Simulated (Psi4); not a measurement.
**A workflow on HCl (hydrogen chloride)**

We compute a geometry optimisation (B3LYP-D4/pcseg-1), then vibrational wavenumbers, then the energy (CCSD(T)/cc-pVTZ), then the vertical excitations (TDA-B3LYP/pcseg-1) of HCl (hydrogen chloride). 

The calculation is run with Psi4 1.11.

## (1) The molecule

HCl has 2 atoms, charge 0, and is taken as a singlet. SMILES: `Cl`. The coordinates come from a PBE0-D4/def2-TZVP relaxation. The run starts from this shape.

Bond lengths: Cl1–H2 1.279 Å.

## (2) A geometry optimisation at B3LYP-D4/pcseg-1 (density fitting) (run 1)

Input file run.py:

```python
import psi4

psi4.set_memory('1600 MB')
psi4.set_num_threads(1)
psi4.core.set_output_file('psi4.out', False)

geom = psi4.geometry("""
0 1
Cl
H 1 1.278791
""")

psi4.set_options({
    'basis': 'pcseg-1',
    'geom_maxiter': 60,
})

energy_value = psi4.optimize('b3lyp-d4')
print(f'b3lyp-d4 energy: {energy_value:.10f} Eh')
print(geom.to_string(dtype='xyz', units='Angstrom'))
for k, v in sorted(psi4.core.scalar_variables().items()):
    print(f'{k:45s} {v:18.10f}')
```

Run with:

```
$ python run.py
```

psi4.out, cut to the lines that bear on the results:

```text
[...]
  Running in c2v symmetry.
[...]
  Nuclear repulsion =    7.034779398189383
[...]
  Multiplicity = 1
[...]
  Nalpha       = 9
  Nbeta        = 9
[...]
    Number of basis functions: 23
[...]
   @DF-RKS iter   1:  -460.78130011422144   -7.02291e-02   1.35970e-02 ADIIS/DIIS
[...]
   @DF-RKS iter   6:  -460.80482604141798   -5.68434e-14   8.67411e-10 DIIS
[...]
    Orbital Energies [Eh]
    ---------------------
    Doubly Occupied:
       1A1  -101.526265     2A1    -9.465299     3A1    -7.234088
       1B1    -7.223828     1B2    -7.223828     4A1    -0.846435
       5A1    -0.476592     2B1    -0.336943     2B2    -0.336943
[...]
  @DF-RKS Final Energy:  -460.80482604141798
   => Energetics <=
    Nuclear Repulsion Energy =              6.9391024282905436
    One-Electron Energy =                -649.7758552762674071
    Two-Electron Energy =                 205.0687026684142893
    DFT Exchange-Correlation Energy =     -23.0364372582848773
    Empirical Dispersion Energy =          -0.0003386035705603
    VV10 Nonlocal Energy =                  0.0000000000000000
    Total Energy =                       -460.8048260414180390
[...]
 Multipole Moments:
 ------------------------------------------------------------------------------------
     Multipole            Electronic (a.u.)      Nuclear  (a.u.)        Total (a.u.)
 ------------------------------------------------------------------------------------
 L = 1.  Multiply by 2.5417464519 to convert [e a0] to [Debye]
 Dipole X            :          0.0000000            0.0000000            0.0000000
 Dipole Y            :          0.0000000            0.0000000            0.0000000
 Dipole Z            :         -0.6466508            1.2145568            0.5679060
 Magnitude           :                                                    0.5679060
[...]
  -Total Gradient:
     Atom            X                  Y                   Z
    ------   -----------------  -----------------  -----------------
       1       -0.000000000000     0.000000000000    -0.000023720108
       2       -0.000000000000     0.000000000000     0.000022960884
[...]
    Final optimized geometry and variables:
    Molecular point group: c2v
    Full point group: C_inf_v
    Geometry (in Angstrom), charge = 0, multiplicity = 1:
    CL
    H             1    1.296423
[set-up sections that repeat, and orbital energies of the middle runs, are left out above]
```

Standard output:

```text
Some dependencies such as QCElemental have not yet finished migration to pydantic v2. If issues are encountered please downgrade pydantic or upgrade QCElemental as appropriate
Optimizer: Optimization complete!
b3lyp-d4 energy: -460.8048260414 Eh
2
0 1 ClH
Cl                    0.000000000000     0.000000000000    -0.036317073200
H                     0.000000000000     0.000000000000     1.260106012402

B3LYP-D4(BJ,EEQ)ATM DISPERSION CORRECTION ENERGY      -0.0003386036
CURRENT ENERGY                                   -460.8048260414
CURRENT REFERENCE ENERGY                         -460.8048260414
DD SOLVATION ENERGY                                 0.0000000000
DFT FUNCTIONAL TOTAL ENERGY                      -460.8044874378
DFT TOTAL ENERGY                                 -460.8048260414
DFT VV10 ENERGY                                     0.0000000000
DFT XC ENERGY                                     -23.0364372583
DISPERSION CORRECTION ENERGY                       -0.0003386036
GRID ELECTRONS ALPHA                                8.9999999945
GRID ELECTRONS BETA                                 8.9999999945
GRID ELECTRONS TOTAL                               17.9999999891
NUCLEAR REPULSION ENERGY                            6.9391024283
ONE-ELECTRON ENERGY                              -649.7758552763
OPTIMIZATION ITERATIONS                             3.0000000000
PCM POLARIZATION ENERGY                             0.0000000000
PE ENERGY                                           0.0000000000
SCF ITERATION ENERGY                             -460.8048260414
SCF ITERATIONS                                      6.0000000000
SCF TOTAL ENERGY                                 -460.8048260414
TWO-ELECTRON ENERGY                               205.0687026684
XC GRID RADIAL POINTS                              75.0000000000
XC GRID SPHERICAL POINTS                          302.0000000000
XC GRID TOTAL POINTS                            42652.0000000000
```

It took 3.6 s on 1 thread of AMD EPYC 9B45 (Zen 5), shared host; peak memory 0.26 GiB.

Steps, from the record of the run:

| step | energy from the first frame kept (eV) | largest force (eV/Å) |
| --- | --- | --- |
| 0 | 0.0000 | 0.5731 |
| 1 | -0.0050 | 0.0253 |
| 2 | -0.0050 | 0.0012 |

After the run. Bond lengths: Cl1–H2 1.296 Å.

## (3) Vibrational wavenumbers at B3LYP-D4/pcseg-1 (density fitting) (run 2)

Input file job.dat:

```
memory 1600 mb

molecule system {
  0 1
  Cl     0.546422    -0.178638     0.281017
  H     -0.560635     0.183284    -0.288326
  symmetry c1
}

set {
  basis                      pcseg-1
  t                          600.0
  rotational_symmetry_number 1
}

frequencies("b3lyp-d4")
print_variables()
```

Run with:

```
$ psi4 -i job.dat -o job.out -n 1
```

job.out, cut to the lines that bear on the results:

```text
[...]
  Running in c1 symmetry.
[...]
  Nuclear repulsion =    6.939099599946881
[...]
  Multiplicity = 1
[...]
  Nalpha       = 9
  Nbeta        = 9
[...]
    Number of basis functions: 23
[...]
   @DF-RKS iter   1:  -460.78112859956804   -7.78895e-02   8.29797e-03 ADIIS/DIIS
[...]
   @DF-RKS iter   8:  -460.80482187029901   -1.70530e-13   1.14379e-09 DIIS
[...]
  @DF-RKS Final Energy:  -460.80482187029901
   => Energetics <=
    Nuclear Repulsion Energy =              6.9248201995565069
    One-Electron Energy =                -649.7490816654311629
    Two-Electron Energy =                 205.0555223622322387
    DFT Exchange-Correlation Energy =     -23.0357440138139253
    Empirical Dispersion Energy =          -0.0003387528426693
    VV10 Nonlocal Energy =                  0.0000000000000000
    Total Energy =                       -460.8048218702990084
[...]
 Multipole Moments:
 ------------------------------------------------------------------------------------
     Multipole            Electronic (a.u.)      Nuclear  (a.u.)        Total (a.u.)
 ------------------------------------------------------------------------------------
 L = 1.  Multiply by 2.5417464519 to convert [e a0] to [Debye]
 Dipole X            :         -0.0000000            0.0000000           -0.0000000
 Dipole Y            :          0.0000000           -0.0000000            0.0000000
 Dipole Z            :          0.6482318           -1.2170618           -0.5688300
 Magnitude           :                                                    0.5688300
[...]
  -Total Gradient:
     Atom            X                  Y                   Z
    ------   -----------------  -----------------  -----------------
       1        0.000000000000     0.000000000000     0.001625128848
       2        0.000000000000     0.000000000000    -0.001624379351
[...]
  ==> Harmonic Vibrational Analysis <==
[...]
  Freq [cm^-1]                2934.7146
[...]
  IR activ [km/mol]            33.3452
[...]
  Total E_0, Enthalpy at 0 [K]                                                         -460.79814027 [Eh]
[...]
  Total H, Enthalpy at  600.00 [K]                                                     -460.79147821 [Eh]
[...]
  Total G, Gibbs energy at  600.00 [K]                                                 -460.83882030 [Eh]
[...]
```

It took 5.4 s on 1 thread of AMD EPYC 9B45 (Zen 5), shared host; peak memory 0.25 GiB.

## (4) The energy at CCSD(T)/cc-pVTZ (run 3)

Input file job.inp:

```
memory 1600 mb

molecule m {
  Cl
  H 1 1.296424
}

set basis cc-pVTZ
set scf_type pk
set freeze_core true

energy_value = energy('ccsd(t)')
```

Run with:

```
$ psi4 job.inp job.out -n 1
```

job.out, cut to the lines that bear on the results:

```text
[...]
  Running in c2v symmetry.
[...]
  Nuclear repulsion =    6.939097533978081
[...]
  Multiplicity = 1
[...]
  Nalpha       = 9
  Nbeta        = 9
[...]
    Number of basis functions: 48
[...]
   @RHF iter   1:  -460.08497087683497   -1.72984e-01   6.53748e-03 DIIS/ADIIS
[...]
   @RHF iter  10:  -460.10632553979428    5.68434e-14   9.79321e-10 DIIS
[...]
    Orbital Energies [Eh]
    ---------------------
    Doubly Occupied:
       1A1  -104.846997     2A1   -10.572439     3A1    -8.039472
       1B1    -8.037373     1B2    -8.037373     4A1    -1.111585
       5A1    -0.619113     2B2    -0.474855     2B1    -0.474855
[...]
  @RHF Final Energy:  -460.10632553979428
   => Energetics <=
    Nuclear Repulsion Energy =              6.9390975339780807
    One-Electron Energy =                -649.6627204991351618
    Two-Electron Energy =                 182.6172974253628638
    Total Energy =                       -460.1063255397942839
[...]
 Multipole Moments:
 ------------------------------------------------------------------------------------
     Multipole            Electronic (a.u.)      Nuclear  (a.u.)        Total (a.u.)
 ------------------------------------------------------------------------------------
 L = 1.  Multiply by 2.5417464519 to convert [e a0] to [Debye]
 Dipole X            :          0.0000000            0.0000000            0.0000000
 Dipole Y            :          0.0000000            0.0000000            0.0000000
 Dipole Z            :         -0.7061727            1.2145576            0.5083850
 Magnitude           :                                                    0.5083850
[...]
      * MP2 total energy                      = -460.309134660759923
[...]
      * CCSD total energy                     = -460.329305914695396
[...]
      * CCSD(T) total energy                  = -460.337005486262740
[...]
```

Run time: 1.9 s. Hardware: 1 thread of AMD EPYC 9B45 (Zen 5), shared host; peak memory 0.39 GiB.

[end of part 1 of 2]
